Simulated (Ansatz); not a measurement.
Nudged elastic band run: BClH₃N

input.yaml

```yaml
crystal:
  periodic: [false, false, false]
  atoms:
    - { symbol: B, position_ang: [0.448321, 0.030223, 0.090977] }
    - { symbol: "N", position_ang: [0.702856, -0.016867, 1.463578] }
    - { symbol: H, position_ang: [-0.028902, -0.126086, 2.168579] }
    - { symbol: H, position_ang: [1.64649, 0.056061, 1.845988] }
    - { symbol: H, position_ang: [1.347455, 0.161107, -0.706208] }
    - { symbol: Cl, position_ang: [-1.23332, -0.104438, -0.510315] }
basis:
  gaussian: { orbitals: def2-SVP }
hamiltonian:
  xc: blyp
  dispersion: d4
neb:
  order_check: false
  images: 9
  f_tol: 0.05
  max_iterations: 60
  final_atoms:
    - { symbol: B, position_ang: [-0.11371883, -0.17763013, -0.9402188] }
    - { symbol: "N", position_ang: [1.37775363, -0.06936348, 1.63715359] }
    - { symbol: H, position_ang: [0.60032048, -0.71429304, 1.83297739] }
    - { symbol: H, position_ang: [0.97013372, 0.87215081, 1.56096423] }
    - { symbol: H, position_ang: [1.73375609, -0.31423031, 0.70170983] }
    - { symbol: Cl, position_ang: [-1.68534509, 0.40336615, -0.43998723] }
  initial_path:
    images:
      - { positions_ang: [[0.448321, 0.030223, 0.090977], [0.702856, -0.016867, 1.463578], [-0.028902, -0.126086, 2.168579], [1.64649, 0.056061, 1.845988], [1.347455, 0.161107, -0.706208], [-1.23332, -0.104438, -0.510315]] }
      - { positions_ang: [[0.35825937, 0.02375696, 0.0730462], [0.76958054, -0.01310406, 1.45283745], [0.00904153, -0.15432066, 2.12349181], [1.70020161, 0.09975867, 1.86411], [1.35553913, 0.12833177, -0.56778356], [-1.30972218, -0.08442268, -0.59310289]] }
      - { positions_ang: [[0.26819773, 0.01729092, 0.0551154], [0.83630507, -0.00934112, 1.44209689], [0.04698506, -0.18255532, 2.07840461], [1.75391322, 0.14345634, 1.882232], [1.36362327, 0.09555653, -0.42935912], [-1.38612435, -0.06440735, -0.67589079]] }
      - { positions_ang: [[0.1781361, 0.01082488, 0.0371846], [0.90302961, -0.00557818, 1.43135634], [0.08492859, -0.21078998, 2.03331742], [1.80762483, 0.18715401, 1.900354], [1.3717074, 0.0627813, -0.29093468], [-1.46252653, -0.04439203, -0.75867868]] }
      - { positions_ang: [[0.08807446, 0.00435885, 0.0192538], [0.96975414, -0.00181524, 1.42061578], [0.12287212, -0.23902464, 1.98823022], [1.86133644, 0.23085168, 1.918476], [1.37979153, 0.03000606, -0.15251024], [-1.5389287, -0.0243767, -0.84146657]] }
      - { positions_ang: [[-0.00198717, -0.00210719, 0.00132301], [1.03647868, 0.0019477, 1.40987523], [0.16081565, -0.2672593, 1.94314303], [1.91504805, 0.27454935, 1.936598], [1.38787566, -0.00276917, -0.0140858], [-1.61533088, -0.00436138, -0.92425447]] }
      - { positions_ang: [[-0.0243335, -0.03721178, -0.18698536], [1.10473367, -0.01231454, 1.4553309], [0.24871662, -0.35666605, 1.9211099], [1.72606519, 0.39406964, 1.86147125], [1.45705175, -0.0650614, 0.12907333], [-1.62933372, 0.07718413, -0.82740102]] }
      - { positions_ang: [[-0.04667983, -0.07231637, -0.37529372], [1.17298866, -0.02657677, 1.50078657], [0.33661758, -0.4460728, 1.89907677], [1.53708232, 0.51358993, 1.78634449], [1.52622783, -0.12735363, 0.27223245], [-1.64333656, 0.15872964, -0.73054757]] }
      - { positions_ang: [[-0.06902616, -0.10742096, -0.56360208], [1.24124365, -0.04083901, 1.54624224], [0.42451855, -0.53547955, 1.87704365], [1.34809945, 0.63311022, 1.71121774], [1.59540392, -0.18964586, 0.41539158], [-1.6573394, 0.24027514, -0.63369413]] }
      - { positions_ang: [[-0.09137249, -0.14252554, -0.75191044], [1.30949864, -0.05510124, 1.59169792], [0.51241951, -0.62488629, 1.85501052], [1.15911659, 0.75263052, 1.63609098], [1.66458, -0.25193808, 0.55855071], [-1.67134225, 0.32182065, -0.53684068]] }
      - { positions_ang: [[-0.11371883, -0.17763013, -0.9402188], [1.37775363, -0.06936348, 1.63715359], [0.60032048, -0.71429304, 1.83297739], [0.97013372, 0.87215081, 1.56096423], [1.73375609, -0.31423031, 0.70170983], [-1.68534509, 0.40336615, -0.43998723]] }
```

Launched with:

```bash
$ ansatz run input.yaml --threads 1 --pin off --max-ram 2048MiB --backend cpu --events-out ev --progress --plain --runs-dir out
```

Output, in part (warnings, iteration lines, the closing report on the highest movable image, with atoms numbered from 0):

```
NEB end point (image 0): max|allowed force component| = 5.094e-3 eV/Å (the criterion of neb.relax_end_points is 1.000e-2)
NEB end point (image 10): max|allowed force component| = 1.676e-2 eV/Å (the criterion of neb.relax_end_points is 1.000e-2)
NEB iter   1: max|band force component| = 4.122e1 eV/Å  barrier→ = 10.6317 eV  barrier← = 6.4230 eV  Δτ_max = 0.1951 Å  (331 SCF iters)
NEB iter   2: max|band force component| = 3.259e0 eV/Å  barrier→ = 5.6273 eV  barrier← = 1.4186 eV  Δτ_max = 0.1969 Å  (305 SCF iters)
NEB iter   3: max|band force component| = 2.737e0 eV/Å  barrier→ = 4.9051 eV  barrier← = 0.6963 eV  Δτ_max = 0.2000 Å  (300 SCF iters)
NEB iter   4: max|band force component| = 4.742e0 eV/Å  barrier→ = 4.9180 eV  barrier← = 0.7092 eV  Δτ_max = 0.1013 Å  (291 SCF iters)
NEB iter   5: max|band force component| = 1.092e0 eV/Å  barrier→ = 4.9933 eV  barrier← = 0.7846 eV  Δτ_max = 0.2000 Å  (258 SCF iters)
NEB iter   6: max|band force component| = 1.765e0 eV/Å  barrier→ = 4.8605 eV  barrier← = 0.6518 eV  Δτ_max = 0.1000 Å  (289 SCF iters)
NEB iter   7: max|band force component| = 2.043e0 eV/Å  barrier→ = 4.8209 eV  barrier← = 0.6122 eV  Δτ_max = 0.0512 Å  (272 SCF iters)
NEB iter   8: max|band force component| = 1.494e0 eV/Å  barrier→ = 4.8593 eV  barrier← = 0.6506 eV  Δτ_max = 0.0512 Å  (263 SCF iters)
NEB iter   9: max|band force component| = 7.369e-1 eV/Å  barrier→ = 4.8176 eV  barrier← = 0.6088 eV  Δτ_max = 0.1013 Å  (260 SCF iters)
NEB iter  10: max|band force component| = 1.225e0 eV/Å  barrier→ = 4.6965 eV  barrier← = 0.4877 eV  Δτ_max = 0.0501 Å  (273 SCF iters)
NEB iter  11: max|band force component| = 8.775e-1 eV/Å  barrier→ = 4.6092 eV  barrier← = 0.4004 eV  Δτ_max = 0.0500 Å  (258 SCF iters)
NEB iter  12: max|band force component| = 1.072e0 eV/Å  barrier→ = 4.4934 eV  barrier← = 0.2847 eV  Δτ_max = 0.0499 Å  (256 SCF iters)
NEB iter  13: max|band force component| = 1.090e0 eV/Å  barrier→ = 4.4103 eV  barrier← = 0.2016 eV  Δτ_max = 0.1024 Å  (262 SCF iters)
NEB iter  14: max|band force component| = 8.371e-1 eV/Å  barrier→ = 4.2355 eV  barrier← = 0.0267 eV  Δτ_max = 0.1998 Å  (256 SCF iters)
NEB iter  15: max|band force component| = 1.806e0 eV/Å  barrier→ = 4.5933 eV  barrier← = 0.3845 eV  Δτ_max = 0.1004 Å  (301 SCF iters)
NEB iter  16: max|band force component| = 9.739e-1 eV/Å  barrier→ = 4.4178 eV  barrier← = 0.2091 eV  Δτ_max = 0.0991 Å  (265 SCF iters)
NEB iter  17: max|band force component| = 5.123e-1 eV/Å  barrier→ = 4.3569 eV  barrier← = 0.1482 eV  Δτ_max = 0.1000 Å  (260 SCF iters)
NEB iter  18: max|band force component| = 5.328e-1 eV/Å  barrier→ = 4.3261 eV  barrier← = 0.1173 eV  Δτ_max = 0.0504 Å  (261 SCF iters)
NEB iter  19: max|band force component| = 1.021e0 eV/Å  barrier→ = 4.2936 eV  barrier← = 0.0849 eV  Δτ_max = 0.0250 Å  (262 SCF iters)
NEB iter  20: max|band force component| = 4.060e-1 eV/Å  barrier→ = 4.2737 eV  barrier← = 0.0649 eV  CI = image 7  Δτ_max = 0.0500 Å  (267 SCF iters)
NEB iter  21: max|band force component| = 2.725e-1 eV/Å  barrier→ = 4.2818 eV  barrier← = 0.0731 eV  CI = image 7  Δτ_max = 0.1015 Å  (265 SCF iters)
NEB iter  22: max|band force component| = 6.499e-1 eV/Å  barrier→ = 4.3120 eV  barrier← = 0.1033 eV  CI = image 7  Δτ_max = 0.0499 Å  (267 SCF iters)
NEB iter  23: max|band force component| = 3.431e-1 eV/Å  barrier→ = 4.3086 eV  barrier← = 0.0999 eV  CI = image 7  Δτ_max = 0.1000 Å  (248 SCF iters)
NEB iter  24: max|band force component| = 3.590e-1 eV/Å  barrier→ = 4.3339 eV  barrier← = 0.1251 eV  CI = image 7  Δτ_max = 0.1001 Å  (261 SCF iters)
NEB iter  25: max|band force component| = 3.711e-1 eV/Å  barrier→ = 4.3289 eV  barrier← = 0.1202 eV  CI = image 7  Δτ_max = 0.0499 Å  (259 SCF iters)
NEB iter  26: max|band force component| = 1.280e-1 eV/Å  barrier→ = 4.3376 eV  barrier← = 0.1288 eV  CI = image 7  Δτ_max = 0.1002 Å  (265 SCF iters)
NEB iter  27: max|band force component| = 1.511e-1 eV/Å  barrier→ = 4.3359 eV  barrier← = 0.1272 eV  CI = image 7  Δτ_max = 0.0499 Å  (260 SCF iters)
NEB iter  28: max|band force component| = 7.691e-2 eV/Å  barrier→ = 4.3359 eV  barrier← = 0.1271 eV  CI = image 7  Δτ_max = 0.0502 Å  (263 SCF iters)
NEB iter  29: max|band force component| = 2.087e-1 eV/Å  barrier→ = 4.3357 eV  barrier← = 0.1269 eV  CI = image 7  Δτ_max = 0.0250 Å  (269 SCF iters)
NEB iter  30: max|band force component| = 1.046e-1 eV/Å  barrier→ = 4.3353 eV  barrier← = 0.1265 eV  CI = image 7  Δτ_max = 0.0249 Å  (247 SCF iters)
NEB iter  31: max|band force component| = 1.687e-1 eV/Å  barrier→ = 4.3351 eV  barrier← = 0.1264 eV  CI = image 7  Δτ_max = 0.0125 Å  (218 SCF iters)
NEB iter  32: max|band force component| = 2.273e-2 eV/Å  barrier→ = 4.3351 eV  barrier← = 0.1263 eV  CI = image 7  Δτ_max = 0.0000 Å  (463 SCF iters)
Total energy: -14729.27351948 eV, -541.2908179806 hartree
Atom 0 at     0.051161     0.587988    -0.763304 Å, force    -0.003462    -0.002116     0.002940 eV/Å
Atom 1 at     1.139500    -0.172876     1.433680 Å, force    -0.012113    -0.020601     0.006971 eV/Å
Atom 2 at     0.261445    -0.510022     1.813265 Å, force     0.002256     0.010326     0.000094 eV/Å
Atom 3 at     1.365013     0.815275     1.482043 Å, force     0.004480    -0.006970    -0.007703 eV/Å
Atom 4 at     1.669787    -0.759801     0.797931 Å, force     0.007078     0.017932    -0.000112 eV/Å
Atom 5 at    -1.604006     0.039436    -0.411016 Å, force     0.001761     0.001429    -0.002190 eV/Å
Dipole moment:    -0.060423    -0.208584     0.419839 e Å
```

The run converged. The profile has 2 maxima (images 4, 7) with wells between them (image 5): this band takes more than one step, which may be the mechanism or a detour left from its start path. Neighbouring images differ by up to 2.3 eV, so the band resolves the path poorly. A vibrational analysis at the climbing image gives one clearly imaginary mode, 670i cm⁻¹: a first-order saddle point. The orbitals stay closed-shell, which can raise the energy where a bond breaks towards radicals; this wasn't checked here.

Final band (atoms are numbered from 1 in the order of the input):

```json
{"image": "0", "path coordinate (Å)": "0.00", "energy (kcal/mol)": "0.0", "B1–N2 (Å)": "1.40", "B1–H5 (Å)": "1.21", "N2–H5 (Å)": "2.27"}
{"image": "1", "path coordinate (Å)": "0.48", "energy (kcal/mol)": "7.3", "B1–N2 (Å)": "1.39", "B1–H5 (Å)": "1.20", "N2–H5 (Å)": "2.15"}
{"image": "2", "path coordinate (Å)": "0.96", "energy (kcal/mol)": "38.6", "B1–N2 (Å)": "1.40", "B1–H5 (Å)": "1.22", "N2–H5 (Å)": "1.87"}
{"image": "3", "path coordinate (Å)": "1.44", "energy (kcal/mol)": "92.8", "B1–N2 (Å)": "1.46", "B1–H5 (Å)": "1.41", "N2–H5 (Å)": "1.46"}
{"image": "4", "path coordinate (Å)": "1.93", "energy (kcal/mol)": "96.8", "B1–N2 (Å)": "1.60", "B1–H5 (Å)": "1.77", "N2–H5 (Å)": "1.08"}
{"image": "5", "path coordinate (Å)": "2.41", "energy (kcal/mol)": "89.8", "B1–N2 (Å)": "1.71", "B1–H5 (Å)": "2.20", "N2–H5 (Å)": "1.04"}
{"image": "6", "path coordinate (Å)": "2.89", "energy (kcal/mol)": "90.6", "B1–N2 (Å)": "1.94", "B1–H5 (Å)": "2.42", "N2–H5 (Å)": "1.03"}
{"image": "7", "path coordinate (Å)": "3.37", "energy (kcal/mol)": "100.0", "B1–N2 (Å)": "2.57", "B1–H5 (Å)": "2.62", "N2–H5 (Å)": "1.01"}
{"image": "8", "path coordinate (Å)": "3.80", "energy (kcal/mol)": "97.2", "B1–N2 (Å)": "2.97", "B1–H5 (Å)": "2.62", "N2–H5 (Å)": "1.03"}
{"image": "9", "path coordinate (Å)": "4.23", "energy (kcal/mol)": "97.1", "B1–N2 (Å)": "2.99", "B1–H5 (Å)": "2.52", "N2–H5 (Å)": "1.03"}
{"image": "10", "path coordinate (Å)": "4.66", "energy (kcal/mol)": "97.1", "B1–N2 (Å)": "2.98", "B1–H5 (Å)": "2.48", "N2–H5 (Å)": "1.03"}
```

Run time: 6 min on 1 thread of Arm Neoverse V1 (shared host), peak memory 0.11 GiB.
